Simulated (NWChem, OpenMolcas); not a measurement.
**How basis sets differ on C4H4O (SMILES c1ccoc1)**

C4H4O has 9 atoms, charge 0, and is taken as a singlet. SMILES: `c1ccoc1`. The coordinates come from a PBE0-D4/def2-TZVP relaxation.

Each level gives the dipole moment (D). The values are calculated.

**What was measured.** NIST CCCBDB gives the dipole moment of the gas as 0.66 D.

```
       level          kind     program  value (D)  computed − measured  CPU time
 HF/ANO-S-MB  Hartree–Fock  OpenMolcas       0.43                -0.23     3.2 s
   HF/STO-3G  Hartree–Fock      NWChem       0.40                -0.26     2.3 s
    HF/3-21G  Hartree–Fock      NWChem       0.97                +0.31     3.4 s
 HF/def2-SVP  Hartree–Fock      NWChem       0.77                +0.11       8 s
HF/def2-TZVP  Hartree–Fock      NWChem       0.72                +0.06      86 s
```

Nearest: HF/def2-TZVP (+0.06 D); farthest: HF/3-21G (+0.31 D). The measured dipole is a vibrational average, so differences of a few hundredths of a debye mean little. Magnitudes only: a small dipole may point the other way at some levels. Sets without polarisation functions give poor dipoles. CPU times are rough (shared hosts, several kinds of processor): they show what a rung costs within a factor of a few.
